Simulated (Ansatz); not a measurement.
**Nudged elastic band run: C₃H₃NO**

input.yaml

```yaml
crystal:
  periodic: [false, false, false]
  atoms:
    - { symbol: C, position_ang: [-0.505154, -0.977155, 0.828116] }
    - { symbol: "N", position_ang: [0.530407, -0.079363, 0.366524] }
    - { symbol: C, position_ang: [0.298495, 0.669994, -0.632303] }
    - { symbol: C, position_ang: [0.953776, 1.615447, -1.360139] }
    - { symbol: O, position_ang: [1.069423, 2.415891, -2.222816] }
    - { symbol: H, position_ang: [-0.705252, -0.751885, 1.898412] }
    - { symbol: H, position_ang: [-0.09584, -2.010908, 0.816808] }
    - { symbol: H, position_ang: [-1.453656, -0.939222, 0.249598] }
basis:
  gaussian: { orbitals: def2-SVP }
hamiltonian:
  xc: pbe
  dispersion: d4
neb:
  order_check: false
  images: 7
  f_tol: 0.05
  max_iterations: 60
  max_displacement: 0.02
  optimiser: lbfgs
  final_atoms:
    - { symbol: C, position_ang: [-0.04161265, -1.254164, 0.99432543] }
    - { symbol: "N", position_ang: [0.56742115, -0.472411, 0.17404145] }
    - { symbol: C, position_ang: [-0.12596455, 0.56975551, -0.41508128] }
    - { symbol: C, position_ang: [0.49292616, 1.3976309, -1.27678615] }
    - { symbol: O, position_ang: [0.99546799, 2.13894213, -2.03108894] }
    - { symbol: H, position_ang: [-1.11809814, -1.14512219, 1.26907056] }
    - { symbol: H, position_ang: [0.52232996, -2.08339586, 1.45878117] }
    - { symbol: H, position_ang: [-1.2002709, 0.7915635, -0.22906224] }
  initial_path:
    images:
      - { positions_ang: [[-0.505154, -0.977155, 0.828116], [0.530407, -0.079363, 0.366524], [0.298495, 0.669994, -0.632303], [0.953776, 1.615447, -1.360139], [1.069423, 2.415891, -2.222816], [-0.705252, -0.751885, 1.898412], [-0.09584, -2.010908, 0.816808], [-1.453656, -0.939222, 0.249598]] }
      - { positions_ang: [[-0.50415523, -0.99419767, 0.82572734], [0.55602636, -0.23196767, 0.27628601], [0.36290434, 0.58834911, -0.61799824], [0.87177971, 1.56284796, -1.30816812], [0.92901528, 2.41582482, -2.10065606], [-0.70722837, -0.62403814, 1.82218272], [-0.16687306, -2.00063533, 0.9363485], [-1.24927003, -0.77338408, 0.11047785]] }
      - { positions_ang: [[-0.50315646, -1.01124033, 0.82333868], [0.58164572, -0.38457234, 0.18604802], [0.42731368, 0.50670422, -0.60369347], [0.78978343, 1.51024892, -1.25619725], [0.78860757, 2.41575864, -1.97849612], [-0.70920475, -0.49619129, 1.74595345], [-0.23790611, -1.99036265, 1.055889], [-1.04488407, -0.60754617, -0.02864231]] }
      - { positions_ang: [[-0.50215769, -1.028283, 0.82095002], [0.60726508, -0.53717701, 0.09581003], [0.49172302, 0.42505933, -0.58938871], [0.70778714, 1.45764988, -1.20422637], [0.64819985, 2.41569246, -1.85633618], [-0.71118112, -0.36834443, 1.66972417], [-0.30893917, -1.98008998, 1.1754295], [-0.8404981, -0.44170825, -0.16776246]] }
      - { positions_ang: [[-0.50115893, -1.04532567, 0.81856136], [0.63288444, -0.68978168, 0.00557204], [0.55613235, 0.34341444, -0.57508395], [0.62579086, 1.40505084, -1.1522555], [0.50779214, 2.41562628, -1.73417624], [-0.7131575, -0.24049757, 1.5934949], [-0.37997223, -1.96981731, 1.29497], [-0.63611214, -0.27587033, -0.30688262]] }
      - { positions_ang: [[-0.38627236, -1.09753525, 0.86250238], [0.61651862, -0.63543901, 0.04768939], [0.38560813, 0.39999971, -0.53508328], [0.59257468, 1.40319585, -1.18338816], [0.6297111, 2.34645525, -1.80840442], [-0.81439266, -0.46665373, 1.51238881], [-0.15439668, -1.99821194, 1.33592279], [-0.77715183, -0.00901187, -0.28742752]] }
      - { positions_ang: [[-0.27138579, -1.14974483, 0.9064434], [0.60015279, -0.58109634, 0.08980675], [0.2150839, 0.45658497, -0.49508261], [0.55935851, 1.40134087, -1.21452082], [0.75163006, 2.27728421, -1.88263259], [-0.91562782, -0.69280988, 1.43128273], [0.07117887, -2.02660658, 1.37687558], [-0.91819152, 0.25784658, -0.26797243]] }
      - { positions_ang: [[-0.15649922, -1.20195441, 0.95038441], [0.58378697, -0.52675367, 0.1319241], [0.04455967, 0.51317024, -0.45508194], [0.52614233, 1.39948589, -1.24565349], [0.87354903, 2.20811317, -1.95686077], [-1.01686298, -0.91896603, 1.35017665], [0.29675441, -2.05500122, 1.41782837], [-1.05923121, 0.52470504, -0.24851734]] }
      - { positions_ang: [[-0.04161265, -1.254164, 0.99432543], [0.56742115, -0.472411, 0.17404145], [-0.12596455, 0.56975551, -0.41508128], [0.49292616, 1.3976309, -1.27678615], [0.99546799, 2.13894213, -2.03108894], [-1.11809814, -1.14512219, 1.26907056], [0.52232996, -2.08339586, 1.45878117], [-1.2002709, 0.7915635, -0.22906224]] }
```

Run as:

```bash
$ ansatz run input.yaml --threads 2 --pin off --max-ram 3072MiB --backend cpu --events-out ev --progress --plain --runs-dir out
```

Output, in part (warnings, iteration lines):

```
NEB end point (image 0): max|allowed force component| = 1.946e-2 eV/Å (the criterion of neb.relax_end_points is 1.000e-2)
NEB end point (image 8): max|allowed force component| = 5.631e-3 eV/Å (the criterion of neb.relax_end_points is 1.000e-2)
NEB iter   1: max|band force component| = 1.018e1 eV/Å  barrier→ = 4.5920 eV  barrier← = 5.4338 eV  Δτ_max = 0.0200 Å  (276 SCF iters)
NEB iter   2: max|band force component| = 8.402e0 eV/Å  barrier→ = 4.2981 eV  barrier← = 5.1399 eV  Δτ_max = 0.0200 Å  (236 SCF iters)
NEB iter   3: max|band force component| = 7.186e0 eV/Å  barrier→ = 4.0696 eV  barrier← = 4.9114 eV  Δτ_max = 0.0200 Å  (234 SCF iters)
NEB iter   4: max|band force component| = 6.061e0 eV/Å  barrier→ = 3.8801 eV  barrier← = 4.7219 eV  Δτ_max = 0.0200 Å  (236 SCF iters)
NEB iter   5: max|band force component| = 5.248e0 eV/Å  barrier→ = 3.7111 eV  barrier← = 4.5530 eV  Δτ_max = 0.0200 Å  (236 SCF iters)
NEB iter   6: max|band force component| = 4.500e0 eV/Å  barrier→ = 3.5682 eV  barrier← = 4.4100 eV  Δτ_max = 0.0200 Å  (239 SCF iters)
NEB iter   7: max|band force component| = 3.847e0 eV/Å  barrier→ = 3.4303 eV  barrier← = 4.2721 eV  Δτ_max = 0.0200 Å  (239 SCF iters)
NEB iter   8: max|band force component| = 3.194e0 eV/Å  barrier→ = 3.2978 eV  barrier← = 4.1396 eV  Δτ_max = 0.0200 Å  (236 SCF iters)
NEB iter   9: max|band force component| = 2.671e0 eV/Å  barrier→ = 3.1753 eV  barrier← = 4.0172 eV  Δτ_max = 0.0200 Å  (241 SCF iters)
NEB iter  10: max|band force component| = 2.148e0 eV/Å  barrier→ = 3.0546 eV  barrier← = 3.8965 eV  Δτ_max = 0.0200 Å  (237 SCF iters)
NEB iter  11: max|band force component| = 1.734e0 eV/Å  barrier→ = 2.9455 eV  barrier← = 3.7874 eV  Δτ_max = 0.0200 Å  (241 SCF iters)
NEB iter  12: max|band force component| = 1.496e0 eV/Å  barrier→ = 2.8476 eV  barrier← = 3.6895 eV  Δτ_max = 0.0200 Å  (240 SCF iters)
NEB iter  13: max|band force component| = 1.129e0 eV/Å  barrier→ = 2.7620 eV  barrier← = 3.6039 eV  Δτ_max = 0.0200 Å  (235 SCF iters)
NEB iter  14: max|band force component| = 9.357e-1 eV/Å  barrier→ = 2.6883 eV  barrier← = 3.5301 eV  Δτ_max = 0.0200 Å  (240 SCF iters)
NEB iter  15: max|band force component| = 8.240e-1 eV/Å  barrier→ = 2.6247 eV  barrier← = 3.4666 eV  Δτ_max = 0.0200 Å  (241 SCF iters)
NEB iter  16: max|band force component| = 6.090e-1 eV/Å  barrier→ = 2.5717 eV  barrier← = 3.4135 eV  Δτ_max = 0.0200 Å  (237 SCF iters)
NEB iter  17: max|band force component| = 5.891e-1 eV/Å  barrier→ = 2.5271 eV  barrier← = 3.3689 eV  Δτ_max = 0.0200 Å  (237 SCF iters)
NEB iter  18: max|band force component| = 7.648e-1 eV/Å  barrier→ = 2.4906 eV  barrier← = 3.3325 eV  Δτ_max = 0.0134 Å  (237 SCF iters)
NEB iter  19: max|band force component| = 1.246e0 eV/Å  barrier→ = 2.4770 eV  barrier← = 3.3189 eV  Δτ_max = 0.0200 Å  (243 SCF iters)
NEB iter  20: max|band force component| = 3.109e0 eV/Å  barrier→ = 2.4687 eV  barrier← = 3.3106 eV  Δτ_max = 0.0128 Å  (240 SCF iters)
NEB iter  21: max|band force component| = 4.749e-1 eV/Å  barrier→ = 2.4669 eV  barrier← = 3.3087 eV  CI = image 4  Δτ_max = 0.0103 Å  (241 SCF iters)
NEB iter  22: max|band force component| = 6.235e-1 eV/Å  barrier→ = 2.4635 eV  barrier← = 3.3053 eV  CI = image 4  Δτ_max = 0.0100 Å  (245 SCF iters)
NEB iter  23: max|band force component| = 1.588e0 eV/Å  barrier→ = 2.4590 eV  barrier← = 3.3008 eV  CI = image 4  Δτ_max = 0.0200 Å  (239 SCF iters)
NEB iter  24: max|band force component| = 2.123e0 eV/Å  barrier→ = 2.4556 eV  barrier← = 3.2974 eV  CI = image 4  Δτ_max = 0.0104 Å  (240 SCF iters)
NEB iter  25: max|band force component| = 3.316e-1 eV/Å  barrier→ = 2.4536 eV  barrier← = 3.2955 eV  CI = image 4  Δτ_max = 0.0020 Å  (241 SCF iters)
NEB iter  26: max|band force component| = 3.171e-1 eV/Å  barrier→ = 2.4515 eV  barrier← = 3.2934 eV  CI = image 4  Δτ_max = 0.0200 Å  (234 SCF iters)
NEB iter  27: max|band force component| = 7.518e-1 eV/Å  barrier→ = 2.4325 eV  barrier← = 3.2743 eV  CI = image 4  Δτ_max = 0.0126 Å  (236 SCF iters)
NEB iter  28: max|band force component| = 1.623e0 eV/Å  barrier→ = 2.4295 eV  barrier← = 3.2714 eV  CI = image 4  Δτ_max = 0.0072 Å  (244 SCF iters)
NEB iter  29: max|band force component| = 2.791e-1 eV/Å  barrier→ = 2.4294 eV  barrier← = 3.2712 eV  CI = image 4  Δτ_max = 0.0016 Å  (246 SCF iters)
NEB iter  30: max|band force component| = 2.017e-1 eV/Å  barrier→ = 2.4279 eV  barrier← = 3.2697 eV  CI = image 4  Δτ_max = 0.0184 Å  (237 SCF iters)
NEB iter  31: max|band force component| = 9.678e-1 eV/Å  barrier→ = 2.4112 eV  barrier← = 3.2530 eV  CI = image 4  Δτ_max = 0.0162 Å  (237 SCF iters)
NEB iter  32: max|band force component| = 2.120e0 eV/Å  barrier→ = 2.4095 eV  barrier← = 3.2514 eV  CI = image 4  Δτ_max = 0.0104 Å  (242 SCF iters)
NEB iter  33: max|band force component| = 2.058e-1 eV/Å  barrier→ = 2.4094 eV  barrier← = 3.2513 eV  CI = image 4  Δτ_max = 0.0012 Å  (244 SCF iters)
NEB iter  34: max|band force component| = 1.623e-1 eV/Å  barrier→ = 2.4086 eV  barrier← = 3.2505 eV  CI = image 4  Δτ_max = 0.0200 Å  (204 SCF iters)
NEB iter  35: max|band force component| = 7.600e-1 eV/Å  barrier→ = 2.3951 eV  barrier← = 3.2369 eV  CI = image 4  Δτ_max = 0.0127 Å  (237 SCF iters)
NEB iter  36: max|band force component| = 1.766e0 eV/Å  barrier→ = 2.3934 eV  barrier← = 3.2352 eV  CI = image 4  Δτ_max = 0.0081 Å  (243 SCF iters)
NEB iter  37: max|band force component| = 2.263e-1 eV/Å  barrier→ = 2.3937 eV  barrier← = 3.2355 eV  CI = image 4  Δτ_max = 0.0011 Å  (247 SCF iters)
NEB iter  38: max|band force component| = 1.677e-1 eV/Å  barrier→ = 2.3930 eV  barrier← = 3.2348 eV  CI = image 4  Δτ_max = 0.0187 Å  (220 SCF iters)
NEB iter  39: max|band force component| = 1.001e0 eV/Å  barrier→ = 2.3819 eV  barrier← = 3.2237 eV  CI = image 4  Δτ_max = 0.0170 Å  (239 SCF iters)
NEB iter  40: max|band force component| = 2.160e0 eV/Å  barrier→ = 2.3804 eV  barrier← = 3.2222 eV  CI = image 4  Δτ_max = 0.0108 Å  (243 SCF iters)
NEB iter  41: max|band force component| = 2.395e-1 eV/Å  barrier→ = 2.3807 eV  barrier← = 3.2226 eV  CI = image 4  Δτ_max = 0.0012 Å  (245 SCF iters)
NEB iter  42: max|band force component| = 1.487e-1 eV/Å  barrier→ = 2.3802 eV  barrier← = 3.2220 eV  CI = image 4  Δτ_max = 0.0174 Å  (205 SCF iters)
NEB iter  43: max|band force component| = 8.036e-1 eV/Å  barrier→ = 2.3712 eV  barrier← = 3.2130 eV  CI = image 4  Δτ_max = 0.0150 Å  (237 SCF iters)
NEB iter  44: max|band force component| = 1.575e0 eV/Å  barrier→ = 2.3697 eV  barrier← = 3.2116 eV  CI = image 4  Δτ_max = 0.0069 Å  (242 SCF iters)
NEB iter  45: max|band force component| = 2.760e-1 eV/Å  barrier→ = 2.3698 eV  barrier← = 3.2117 eV  CI = image 4  Δτ_max = 0.0016 Å  (249 SCF iters)
NEB iter  46: max|band force component| = 1.410e-1 eV/Å  barrier→ = 2.3692 eV  barrier← = 3.2111 eV  CI = image 4  Δτ_max = 0.0069 Å  (206 SCF iters)
NEB iter  47: max|band force component| = 5.514e-1 eV/Å  barrier→ = 2.3658 eV  barrier← = 3.2076 eV  CI = image 4  Δτ_max = 0.0095 Å  (244 SCF iters)
NEB iter  48: max|band force component| = 1.210e0 eV/Å  barrier→ = 2.3645 eV  barrier← = 3.2063 eV  CI = image 4  Δτ_max = 0.0053 Å  (245 SCF iters)
NEB iter  49: max|band force component| = 2.307e-1 eV/Å  barrier→ = 2.3646 eV  barrier← = 3.2064 eV  CI = image 4  Δτ_max = 0.0015 Å  (231 SCF iters)
NEB iter  50: max|band force component| = 1.236e-1 eV/Å  barrier→ = 2.3640 eV  barrier← = 3.2058 eV  CI = image 4  Δτ_max = 0.0112 Å  (218 SCF iters)
NEB iter  51: max|band force component| = 6.651e-1 eV/Å  barrier→ = 2.3587 eV  barrier← = 3.2005 eV  CI = image 4  Δτ_max = 0.0123 Å  (244 SCF iters)
NEB iter  52: max|band force component| = 1.587e0 eV/Å  barrier→ = 2.3575 eV  barrier← = 3.1994 eV  CI = image 4  Δτ_max = 0.0072 Å  (243 SCF iters)
NEB iter  53: max|band force component| = 2.306e-1 eV/Å  barrier→ = 2.3577 eV  barrier← = 3.1996 eV  CI = image 4  Δτ_max = 0.0011 Å  (236 SCF iters)
NEB iter  54: max|band force component| = 1.223e-1 eV/Å  barrier→ = 2.3573 eV  barrier← = 3.1991 eV  CI = image 4  Δτ_max = 0.0092 Å  (206 SCF iters)
NEB iter  55: max|band force component| = 5.923e-1 eV/Å  barrier→ = 2.3531 eV  barrier← = 3.1949 eV  CI = image 4  Δτ_max = 0.0104 Å  (243 SCF iters)
NEB iter  56: max|band force component| = 1.295e0 eV/Å  barrier→ = 2.3520 eV  barrier← = 3.1938 eV  CI = image 4  Δτ_max = 0.0060 Å  (246 SCF iters)
NEB iter  57: max|band force component| = 2.218e-1 eV/Å  barrier→ = 2.3521 eV  barrier← = 3.1940 eV  CI = image 4  Δτ_max = 0.0013 Å  (233 SCF iters)
NEB iter  58: max|band force component| = 1.119e-1 eV/Å  barrier→ = 2.3517 eV  barrier← = 3.1935 eV  CI = image 4  Δτ_max = 0.0092 Å  (204 SCF iters)
NEB iter  59: max|band force component| = 5.181e-1 eV/Å  barrier→ = 2.3478 eV  barrier← = 3.1896 eV  CI = image 4  Δτ_max = 0.0099 Å  (242 SCF iters)
NEB iter  60: max|band force component| = 1.253e0 eV/Å  barrier→ = 2.3468 eV  barrier← = 3.1887 eV  CI = image 4  Δτ_max = 0.0055 Å  (243 SCF iters)
Error: NEB band did not converge after 60 iterations: max|band force component| = 1.25e0 eV/Å (threshold 5.0e-2); raise `neb.max_iterations` in a new run, which can start from the last band evaluated (`neb.initial_path`, with `crystal.atoms` and `neb.final_atoms` set to its first and last images), …
```

The run ended unconverged. The band didn't meet its force threshold, so its energies are provisional: the largest band force was still 1.25 eV/Å, and over the last iterations the top stayed at 2.35 eV. The orbitals stay closed-shell, which can raise the energy where a bond breaks towards radicals; this wasn't checked here.

Final band (atoms are numbered from 1 in the order of the input):

| image | path coordinate (Å) | energy (kJ/mol) | C1–H8 (Å) | C3–H8 (Å) |
| --- | --- | --- | --- | --- |
| 0 | 0.00 | 0.0 | 1.11 | 2.54 |
| 1 | 0.49 | 4.6 | 1.11 | 2.46 |
| 2 | 0.97 | 20.9 | 1.11 | 2.35 |
| 3 | 1.44 | 88.0 | 1.15 | 1.90 |
| 4 | 1.91 | 226.4 | 1.49 | 1.44 |
| 5 | 2.45 | 45.3 | 1.99 | 1.13 |
| 6 | 2.98 | -41.3 | 2.36 | 1.11 |
| 7 | 3.52 | -72.1 | 2.52 | 1.11 |
| 8 | 4.07 | -81.2 | 2.65 | 1.11 |

The run took 5.1 min on 2 threads of AMD EPYC 7R43 64-Core Processor (Zen 3), on a shared host, peak memory 0.13 GiB.
